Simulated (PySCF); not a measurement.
Compound: C4H4NS (charge -1).
InChI=1S/C4H5NS/c5-3-4(6)1-2-4/h6H,1-2H2/p-1

The geometry is computed with GFN2-xTB (gas phase).

Take the most abundant isotopes and a rigid rotor. 

**Question.** Give the principal moments of inertia and the rotational constants in MHz.

**Answer.** Ia = 138.38, Ib = 167.32, Ic = 265.98 u·Å²; 505379 MHz·u·Å²/I gives A = 3652, B = 3020, C = 1900 MHz.

**Question.** Classify the top.

**Answer.** An asymmetric top. Ray's parameter κ = (2B − A − C)/(A − C) = 0.279; −1 is the prolate and +1 the oblate limit.

**Question.** Is it planar, by Δ = Ic − Ia − Ib?

**Answer.** Not planar: Δ = Ic − Ia − Ib = -39.72 u·Å². For a rigid frame Δ = −2 Σ m c², so Σ m c² = 19.86 u·Å² lies off the ab plane: 6.41 from hydrogen and 13.45 from heavier atoms. The atom farthest from that plane is 1.27 Å away.

**Question.** Where do the levels up to J = 2 lie, in cm⁻¹?

**Answer.** Above 0(0,0):
J = 1: 1(0,1) 0.1641, 1(1,1) 0.1852, 1(1,0) 0.2226
J = 2: 2(0,2) 0.4694, 2(1,2) 0.4761, 2(1,1) 0.5882, 2(2,1) 0.6514, 2(2,0) 0.6744
Those of J = 1 are B + C, A + C and A + B.

**Question.** Estimate the classical rotational partition function at 25 K, 100 K and 200 K.

**Answer.** Point group Cs, symmetry number σ = 1; q = (√π/σ)·√((kT/h)³/(ABC)), k/h = 20836.6 MHz/K: 4600 at 25 K, 36800 at 100 K, 104000 at 200 K.

Stationary, but not proved a minimum. Constants of a rigid frame at the computed geometry: no zero-point averaging, no centrifugal distortion.
